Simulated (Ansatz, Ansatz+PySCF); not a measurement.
```xyz
9

S    -0.0007    0.0099    1.1902
C    -0.0048    1.2347    0.0057
C    -0.0088   -1.2393   -0.0052
C    -0.0053    0.7036   -1.2693
C    -0.0001   -0.7024   -1.2725
H    -0.0070    2.2767    0.2958
H    -0.0051   -2.2773    0.2870
H     0.0079    1.3262   -2.1657
H    -0.0081   -1.3250   -2.1775
```

RHF on singlet C4H4S was run in several spherical basis sets with Ansatz (development build ahead of 0.2.0).

(1) Rank the basis sets by the total energy that they give, lowest first, with the distance from the lowest.
A. 6-31G(d)
B. STO-3G
C. def2-SVP
D. cc-pVDZ
E. def2-TZVP

Results:

(1) E (0.00 eV), D (1.55 eV), A (2.48 eV), C (8.45 eV), B (171.17 eV).

Totals follow the description of the cores as much as that of the bonds, so this order isn't one of quality for chemistry.
